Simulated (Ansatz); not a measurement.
# ScPd₃: computed properties

Level of theory: Ansatz, DFT PBEsol, scalar-relativistic, plane waves, PAW.

Cutoff 420 eV; k points 10×10×10 on the computed 4-atom cell (Γ-centred); Gaussian smearing, width 0.10 eV; no spin polarisation.

The structure is relaxed at this level of theory with its symmetry kept. Whether it is the stable form of this composition wasn't checked.

```xyz
4
Lattice="3.9428 0.0000 0.0000 0.0000 3.9428 0.0000 0.0000 0.0000 3.9428" Properties=species:S:1:pos:R:3 pbc="T T T"
Sc    0.0000    0.0000    0.0000
Pd    0.0000    1.9714    1.9714
Pd    1.9714    0.0000    1.9714
Pd    1.9714    1.9714    0.0000
```

Task: Formation energy from the elements' standard states (uncorrected)?

Result: -0.864 eV/atom.

Task: Density of states at the Fermi level?

Result: 2.62 states/eV per cell.

Task: Löwdin character within 0.5 eV of the Fermi level?

Result: Pd 4d 64 %, Sc 3d 16 %, Sc 4s 9 %, unprojected 11 %.

Task: Bulk modulus?

Result: 168 GPa.

Task: Its pressure derivative?

Result: 4.9.

Task: Bader charges (e)?

Result: Sc (1 in the cell) 1.56, Pd (3 in the cell) -0.52.

Cost: 9 runs of about 0.67 core-minutes in all, on AMD EPYC 9R45 (Zen 5) (shared hosts).